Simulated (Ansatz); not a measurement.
This Ansatz (an electronic-structure program) input (MP2/cc-pwCVQZ) gives -238.92700 Eh with 312 basis functions. A basis named .json is the Basis Set Exchange file of that set (core-valence sets with the plain set on hydrogen).

Ansatz 0.2 input:
```yaml
crystal:
  periodic: [false, false, false]
  atoms:
    - {symbol: C, position_ang: [0.00439699, 0.00529408, 0.50425813]}
    - {symbol: F, position_ang: [-0.01696785, 1.10243765, -0.30214647]}
    - {symbol: F, position_ang: [0.01189880, -1.10854091, -0.27918568]}
    - {symbol: H, position_ang: [-0.90251824, -0.00024261, 1.11129806]}
    - {symbol: H, position_ang: [0.92175780, 0.02340746, 1.09514257]}
basis:
  gaussian:
    orbitals: cc-pwCVQZ.json
magnetization: {spin_polarized: false}
correlation: {method: mp2, frozen_orbitals: {C: 0, F: 0, H: 0}}
```

Change:
```diff
- orbitals: cc-pwCVQZ.json
+ orbitals: cc-pCVQZ.json
```

Problem. What does the run give now?

Solution. -238.92656 Eh (MP2/cc-pCVQZ, 312 functions), a change of +0.44 mEh.
